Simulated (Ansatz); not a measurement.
# CCSDTQ/STO-3G run of NOF (nitrosyl fluoride)

Aim: the vertical ionisation energy of NOF (nitrosyl fluoride) at CCSDTQ/STO-3G, from 2 runs. 

The calculation is run with Ansatz 0.2.0.

66 further runs of the same task are left out: 15 that didn't finish, 51 set aside as unsound or not needed.

## Step 1: The molecule

NOF: 3 atoms, total charge 0, spin state singlet. SMILES: `O=NF`. Geometry: relaxed at GFN2-xTB.

Bond lengths: O1–N2 1.139 Å, N2–F3 1.492 Å. Angles: O1–N2–F3 111.3°.

## Step 2: The energy at CCSDTQ/STO-3G

Input file molecule.yaml:

```yaml
crystal:
  periodic: [false, false, false]
  atoms:
    - {symbol: O, position_ang: [0.881240, 0.243070, 0.511850]}
    - {symbol: "N", position_ang: [0.147270, -0.481640, 0.029090]}
    - {symbol: F, position_ang: [-1.028520, 0.238580, -0.540950]}
basis:
  gaussian: {orbitals: STO-3G}
correlation: {method: ccsdtq, frozen_orbitals: {F: 1, "N": 1, O: 1}}
accuracy: high
scf: {omitted_lower_state_checks: [cluster_reference, increment]}
```

Launch:

```console
$ ansatz run molecule.yaml --threads 1 --pin off --max-ram 2610MiB --events-out events.jsonl --progress --plain --runs-dir runs
```

The program printed, shortened:

```text
Warning: RAYON_NUM_THREADS=1 ignored (pool sized by the plan → 1); use --threads N
Functional definition: HF
  name "HF"
[...]
251 factors; integrals over basis functions are off by at most 3.5e-8 eV
[...]
mean field -6136.22262233 eV, -225.5020220896 hartree, gradient 1.1e-8 eV, S^2 0.000000; 0 other end points of the search recorded, 0 dependent functions left out; unrestricted orbitals would lower it
3 core orbitals not correlated: weight in the atoms' cores, before any rotation towards them, 1.000 or more for the frozen orbitals, at most 0.000 for the correlated occupied ones
reference -6136.22262233 eV, -225.5020220896 hartree; 9, 9 occupied and 3, 3 virtual orbitals, 251 factors
second order -4.05791165 eV of doubles, -0.00000000 eV of singles
cycle   1  -4.40165496 eV  change   -3.4e-1 eV  update   1.1e-1
[...]
cycle  34  -5.10222907 eV  change   5.3e-10 eV  update   1.9e-9
Total energy: -6141.32485140 eV, -225.6895255496 hartree
Checks for a lower state left out: cluster_reference, increment
```

Run time: 14 s. Hardware: 1 thread of Arm Neoverse V1, shared host; peak memory 0.49 GiB.

## Step 3: The doublet cation at the same level

Input file job.yaml:

```yaml
crystal:
  periodic: [false, false, false]
  atoms:
    - {symbol: O, position_ang: [0.881240, 0.243070, 0.511850]}
    - {symbol: "N", position_ang: [0.147270, -0.481640, 0.029090]}
    - {symbol: F, position_ang: [-1.028520, 0.238580, -0.540950]}
basis:
  gaussian:
    orbitals: STO-3G
magnetization:
  spin_polarized: true
  initial_magnetization: 1
total_charge: 1
accuracy: high
scf:
  omitted_lower_state_checks: [cluster_reference, increment]
correlation:
  method: ccsdtq
  frozen_orbitals: {F: 1, "N": 1, O: 1}
```

Launch:

```console
$ ansatz run job.yaml --threads 1 --pin off --max-ram 2610MiB --events-out events.jsonl --progress --plain --runs-dir runs
```

The program printed:

```text
Warning: RAYON_NUM_THREADS=1 ignored (pool sized by the plan → 1); use --threads N
[... 19 lines left out ...]
3 core orbitals not correlated: weight in the atoms' cores, before any rotation towards them, 1.000 or more for the frozen orbitals, at most 0.000 for the correlated occupied ones
[... 67 lines left out ...]
Total energy: -6132.83034252 eV, -225.3773581059 hartree
Checks for a lower state left out: cluster_reference, increment
```

Run time: 86 s. Hardware: 1 thread of Arm Neoverse V1, shared host; peak memory 0.5 GiB.

## Step 4: Outcome

At CCSDTQ/STO-3G, 3 core orbitals frozen:

```
                                                   quantity          value
                                  singlet NOF: total energy  -225.68953 Eh
   singlet NOF: correlation energy (3 core orbitals frozen)     -187.5 mEh
                                 singlet NOF: T1 diagnostic          0.027
                               doublet cation: total energy  -225.37736 Eh
doublet cation: correlation energy (3 core orbitals frozen)     -193.8 mEh
          doublet cation: ⟨S²⟩ of the reference determinant          1.078
                              doublet cation: T1 diagnostic          0.074
         vertical ionisation energy (to the doublet cation)       8.495 eV
```

**Reading.** The vertical ionisation energy comes to 8.49 eV (820 kJ/mol). In a minimal basis such a difference can be off by several eV, whatever the method. The restricted solution (singlet NOF) is unstable to spin breaking: an unrestricted one lies lower. ⟨S²⟩ (doublet cation) is 1.08 where a pure doublet has 0.75: the reference is spin-contaminated.
